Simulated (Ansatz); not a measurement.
Ansatz (a first-principles code) input (B3LYP-D3(BJ)/def2-TZVP):

Ansatz 0.2 input:
```yaml
crystal:
  periodic: [false, false, false]
  atoms:
    - {symbol: N, position_ang: [0.02036717, 0.43704151, 0.05210096]}
    - {symbol: H, position_ang: [-0.80284266, -0.21238511, -0.03413583]}
    - {symbol: H, position_ang: [0.81924099, -0.23844853, -0.05673342]}
basis:
  gaussian:
    orbitals: def2-TZVP
hamiltonian:
  xc: b3lyp
  dispersion: d3bj
total_charge: -1
relax: {f_tol: 0.002, max_steps: 150}
```

End of the output:

```
reference -1521.39118228 eV, -55.9100947128 hartree; 5, 5 occupied and 38, 38 virtual orbitals, 243 factors
relax step   2: F+E_penalty+E_count = -1521.41131801 eV  Δ(F+E_penalty+E_count) = -9.067e-3 eV  max|allowed force component| = 2.576e-1 eV/Å  Δτ_max = 0.0139 Å  (28 SCF iters, accepted)
these checks for a lower state are left out or cut short: starts, cluster_reference, orbital_swaps, neighbouring_geometries, increment
integrals: 0.00 GiB planned
243 factors; their error is unknown
mean field: 0.07 GiB planned
mean field -1521.39210304 eV, -55.9101285500 hartree, gradient 1.1e-5 eV, S^2 0.000000; 0 other end points of the search recorded, 0 dependent functions left out
the calculation of the forces begins
reference -1521.39225422 eV, -55.9101341059 hartree; 5, 5 occupied and 38, 38 virtual orbitals, 243 factors
relax step   3: F+E_penalty+E_count = -1521.41238943 eV  Δ(F+E_penalty+E_count) = -1.071e-3 eV  max|allowed force component| = 3.814e-2 eV/Å  Δτ_max = 0.0035 Å  (27 SCF iters, accepted)
these checks for a lower state are left out or cut short: starts, cluster_reference, orbital_swaps, neighbouring_geometries, increment
integrals: 0.00 GiB planned
243 factors; their error is unknown
mean field: 0.07 GiB planned
mean field evaluation 32: about -1521.3921 eV, gradient 8.3e-5 eV
mean field -1521.39215547 eV, -55.9101304771 hartree, gradient 1.1e-5 eV, S^2 0.000000; 0 other end points of the search recorded, 0 dependent functions left out
the calculation of the forces begins
reference -1521.39230678 eV, -55.9101360375 hartree; 5, 5 occupied and 38, 38 virtual orbitals, 243 factors
relax step   4: F+E_penalty+E_count = -1521.41244130 eV  Δ(F+E_penalty+E_count) = -5.186e-5 eV  max|allowed force component| = 1.800e-4 eV/Å  Δτ_max = 0.0015 Å  (27 SCF iters, accepted)
integrals: 0.00 GiB planned
243 factors; their error is unknown
mean field: 0.07 GiB planned
mean field -1521.39215547 eV, -55.9101304771 hartree, gradient 1.1e-5 eV, S^2 0.000000; 1 other end points of the search recorded, 0 dependent functions left out
the calculation of the forces begins
reference -1521.39230678 eV, -55.9101360375 hartree; 5, 5 occupied and 38, 38 virtual orbitals, 243 factors
Total energy: -1521.41259260 eV, -55.9108815277 hartree
Atom 0 at     0.020192     0.432321     0.051407 Å, force     0.000001    -0.000058    -0.000009 eV/Å
Atom 1 at    -0.787072    -0.210240    -0.034002 Å, force    -0.000180     0.000031     0.000007 eV/Å
Atom 2 at     0.803645    -0.235873    -0.056173 Å, force     0.000179     0.000027     0.000002 eV/Å
Dipole moment:    -0.006444    -0.354742    -0.052230 e Å
```
